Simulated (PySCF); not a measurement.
AlF₃, SMILES [F][Al]([F])[F]. Geometry optimised at B3LYP-D3(BJ)/def2-TZVP. The isomer is the one that the SMILES or the coordinates give; other isomers of the formula were not compared.

TDDFT-M06-2X/def2-SVPD (PySCF) puts the lowest singlet excitations at 9.06, 9.50, 9.50, 9.87, 9.87, 10.27 eV.

What are the lowest excitation roots from ADC(2)/aug-cc-pVDZ run with PySCF? (Estimate from the structure and the level; the computed values follow.)

8.64, 9.09, 9.09, 9.42, 9.42, 9.91 eV. S1 differs by -0.42 eV (second minus first; roots are paired by order, and the bases may differ).
